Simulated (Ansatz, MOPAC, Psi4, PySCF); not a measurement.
Process, species as SMILES: NC (CH5N) [methanamine] -> [CH3] (CH3) + [NH2] (NH2) (the C-N bond breaks)

Property: bond dissociation energy (enthalpy at 298 K), in kcal/mol. Conventions: 6-311+G** with 5d; open shells spin-unrestricted; spin-orbit terms left out; PM7 with its own dispersion and hydrogen-bond terms; frozen cores in correlated levels; dispersion terms only where a functional's name holds one; 6-31G* and kin with 6d, 5d where marked; non-relativistic. CBS marks a two-point X^-3 extrapolation of the correlation energy; Hartree-Fock from the larger set. [CCSD(T)-MP2]/basis is that difference in the basis named. First-principles rows: single points at B3LYP-D3(BJ) geometries (Ansatz, an electronic-structure program), with unscaled harmonic terms from B3LYP/6-31G* at its own minima. Semi-empirical rows: MOPAC heats of formation at their own minima for 298 K.

Measured values: Active Thermochemical Tables 1.112 (ions: stationary electron), as tabulated in the package chemicals; G2/97 table in ASE (Curtiss et al.), the entry of H2N doubted and unchecked; they hold spin-orbit and core effects, anharmonicity. 

Value to compare with, the measured value: 85.1 kcal/mol.

```json
[
 {"level": "PM7", "program": "MOPAC", "bond dissociation energy (enthalpy at 298 K) (kcal/mol)": "73.1", "error": "-12.0"},
 {"level": "PBE/6-311+G**", "program": "Ansatz", "bond dissociation energy (enthalpy at 298 K) (kcal/mol)": "85.3", "error": "0.2"},
 {"level": "B3LYP/3-21G", "program": "Ansatz", "bond dissociation energy (enthalpy at 298 K) (kcal/mol)": "83.3", "error": "-1.8"},
 {"level": "M06-2X/6-31G* (5d)", "program": "PySCF", "bond dissociation energy (enthalpy at 298 K) (kcal/mol)": "89.1", "error": "4.0"},
 {"level": "wB97X-D/6-31G*", "program": "Psi4", "bond dissociation energy (enthalpy at 298 K) (kcal/mol)": "86.9", "error": "1.8"},
 {"level": "wB97X-D/6-311+G**", "program": "Psi4", "bond dissociation energy (enthalpy at 298 K) (kcal/mol)": "84.7", "error": "-0.4"},
 {"level": "M06-2X/def2-TZVPD", "program": "PySCF", "bond dissociation energy (enthalpy at 298 K) (kcal/mol)": "86.0", "error": "0.9"},
 {"level": "B2PLYP-D3(BJ)/def2-TZVPD", "program": "Ansatz + dftd3", "bond dissociation energy (enthalpy at 298 K) (kcal/mol)": "81.6", "error": "-3.5"},
 {"level": "RI-MP2/CBS(aug-cc-pVTZ,aug-cc-pVQZ)+[CCSD(T)-MP2]/aug-cc-pVTZ", "program": "Ansatz", "bond dissociation energy (enthalpy at 298 K) (kcal/mol)": "84.3", "error": "-0.8"}
]
```

Among the 6 habitual levels, PM7 lies farthest from the measured value (-12.0 kcal/mol); 3 of 6 lie above it, and their mean absolute error is 3.4 kcal/mol, the median 1.8. One case shows no general order.

The levels are drawn from those run, B3LYP/6-31G* more often than the rest, none by its result; runs whose electronic state is in doubt are left out.
